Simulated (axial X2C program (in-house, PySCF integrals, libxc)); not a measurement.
Levels of BH⁻ by electron attachment to BH (EOM-EA-CCSD)

Calculated with an axial X2C code built on PySCF integrals: two-component X2C with atomic mean-field Coulomb and Gaunt terms, Gaussian nuclei, basis B dyall-av3z, H dyall-av3z with contracted cores.

R = 1.241 Å (near the PBE0 minimum at charge 0 of the determinant lowest at the starting distance; the state shown can have its own minimum elsewhere).

Hartree–Fock spinors of BH (one of each Kramers pair; a window near the gap, which can cut inner shells):

| ω | occupied | ε (eV) | character |
| --- | --- | --- | --- |
| 1/2 | yes | -17.61 | 46% H s, 35% B s, 10% B p |
| 1/2 | yes | -9.48 | 52% B p, 26% B s, 9% H p |
| 1/2 | no | 0.57 | 92% B p, 8% H p |
| 3/2 | no | 0.57 | 92% B p, 8% H p |
| 1/2 | no | 0.71 | 88% H s, 7% B s, 2% H p |
| 1/2 | no | 0.98 | 97% B p, 2% H s |
| 1/2 | no | 1.65 | 85% B p, 12% H p, 3% H d |
| 3/2 | no | 1.65 | 85% B p, 12% H p, 3% H d |

Levels of BH⁻ obtained by attaching an electron to BH:

```csv
Ω,binding energy (eV),above lowest (cm⁻¹),attached spinor,one-particle weight
1/2,0.030,0,"82% B pπ, 15% H pπ",0.94
3/2,0.023,51,"82% B pπ, 15% H pπ",0.94
1/2,-0.617,5211,"86% H sσ, 9% B sσ",0.99
1/2,-0.930,7741,98% B pσ,1.00
1/2,-1.150,9513,96% B pπ,0.97
3/2,-1.154,9545,96% B pπ,0.97
```

Q: What is the splitting of the first π pair in the table, and is it regular or inverted?

A: E(3/2) − E(1/2) = 51 − 0 = 51 cm⁻¹ at EOM-EA-CCSD: regular, Ω = 1/2 lower. Splittings at this level can be off by ten to twenty per cent.

Negative binding energies belong to unbound states, resonances or levels that the basis set holds; within some tenths of an eV of zero the sign is not settled.

This point took 4.1 s on 1 thread of Intel(R) Xeon(R) Processor @ 2.30GHz, on a shared host.

Reference electrons by ω block (each with its −ω partner): 1/2: 3. 4 electrons of BH correlated (inner shells frozen), 92 natural virtual spinors (a truncated set); levels can be off by some tenths of an eV. Roots sought by Ω: (1/2: 5, 3/2: 4, 5/2: 2, 7/2: 1); rows need 60 % one-particle weight and stop where some Ω has no more roots. Missing are any skipped roots, higher Ω and states of a further excitation; these come out far too high here and may in truth be low or lowest. T1 of the reference 0.014 (Lee–Taylor). Number of frozen shells: B 1 s; H none.
